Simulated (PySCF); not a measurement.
# LiSi: the cost of one run

Program: PySCF 2.14.0. Level of theory: method and basis as typed in the scripts. These are calculated values, not measurements.

2 further runs of the same task are left out: 2 that didn't finish.

## 1. The starting structure

LiSi (quartet): 2 atoms, charge 0, spin multiplicity 4.

Bond lengths: Li1–Si2 2.160 Å.

## 2. The run that the others are compared with

Input file input.py:

```python
from pyscf import gto, dft

mol = gto.M(
    atom='Li 0 0 0; Si 0 0 2.16',
    basis='6-31g',
    charge=0,
    spin=3,
    verbose=3,
)
mf = dft.UKS(mol, xc='hcth407')
mf.kernel()
mf.stability(internal=True, external=True)
mf.dip_moment()
print('orbital energies (hartree):', [e[max(0, n-3):n+3].round(4) for e, n in zip(mf.mo_energy, mol.nelec)])
```

Run with:

```sh
> OMP_NUM_THREADS=1 python input.py
```

What time and memory should one allow on 1 thread of Arm Neoverse V1, shared host?

About 4.7 s, with a peak of 0.2 GiB.
